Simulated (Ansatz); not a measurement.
## fcc Rh

Level of theory: HSE06 (PAW; Ansatz, a quantum-chemistry and plane-wave program).

Numerical settings: plane-wave cutoff 500 eV, 12×12×12 k mesh, Fermi–Dirac smearing 0.1 eV, no spin polarisation, scalar-relativistic PAW data made under PBE.

Cell (relaxed at this level):

```cif
data_Rh
_chemical_formula_sum 'Rh1'
_space_group_name_H-M_alt 'P 1'
_space_group_IT_number 1
_cell_length_a 2.67198
_cell_length_b 2.67198
_cell_length_c 2.67198
_cell_angle_alpha 60.000
_cell_angle_beta 60.000
_cell_angle_gamma 60.000
loop_
_space_group_symop_operation_xyz
  'x, y, z'
loop_
_atom_site_label
_atom_site_type_symbol
_atom_site_fract_x
_atom_site_fract_y
_atom_site_fract_z
_atom_site_occupancy
Rh1 Rh 0.00000 0.00000 0.00000 1
```

equilibrium volume per atom: 13.49 Å³/atom
lattice constant a: 3.779 Å

Measured, for comparison: equilibrium volume per atom 13.65 Å³/atom, lattice constant a 3.794 Å (static lattice: zero-point anharmonic expansion removed; as tabulated in Mejia-Rodriguez and Trickey (2018), arXiv:1807.09216). Computed (rounded) less measured: equilibrium volume per atom -1.2 %, lattice constant a -0.4 %.

Note: exact exchange on metals is sensitive to the k mesh and can open a false gap; the run warned that the count of filled bands differs between k points.

The computed numbers hold no vibrational or temperature effects.
